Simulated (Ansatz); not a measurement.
Relative stability

Two relaxed structures of CH₂BO, doublet (PBE0-D4/def2-TZVP; forces vanish, vibrations not checked).

A:

```csv
atom,x (Å),y (Å),z (Å)
B1,-0.2376,0.5115,0.1602
C2,0.5137,-0.4843,0.6494
O3,1.1640,-1.5051,1.0900
H4,2.0060,-1.2374,1.4877
H5,-0.8769,1.3983,-0.2602
```

B:

B1  (-0.360, 0.361, -0.317)
C2  (0.521, -0.522, 0.458)
O3  (1.208, -1.211, 1.063)
H4  (-0.644, 0.010, -1.418)
H5  (-0.725, 1.362, 0.213)
(Å)

Program: Ansatz 0.2.0. Basis: def2-TZVPP. Cores are frozen in the correlated methods; orbitals are unrestricted. B3LYP uses VWN-RPA correlation.

Problem. Which structure is lower at CCSD(T), and by how much? (An estimate is asked for; the value comes from the calculation.)

Solution. Computed: B, by 53.47 kcal/mol (electronic energy, against the other). By their contacts, A is CH₂BO ([BH][C][OH]) and B is CH₂BO ([BH2][C][O]).

All methods give the same order:

```tsv
method	E(B) − E(A) (kcal/mol)
PBE-D4	-53.37
r2SCAN-D4	-54.96
PBE0-D4	-52.53
B3LYP-D4	-53.41
wB97M-V	-52.58
HF	-54.47
MP2	-54.96
CCSD	-52.96
CCSD(T)	-53.47
```

No T1 diagnostic of these runs exceeds 0.020. ⟨S²⟩ of the unrestricted Hartree–Fock references: 0.76 (a pure state has 0.75).

Labels in which every atom is bracketed show which atoms are joined, not bond orders.

For scale, one of the runs: CCSD(T)/def2-TZVPP, 121 basis functions, launched by `ansatz run in.yaml --threads 2 --pin off --events-out ev --progress --plain --max-ram 4352MiB`. Time: 19 s of wall clock on 2 CPU threads of an Arm Neoverse V2; the host was shared. Peak host memory: 1.2 GiB.
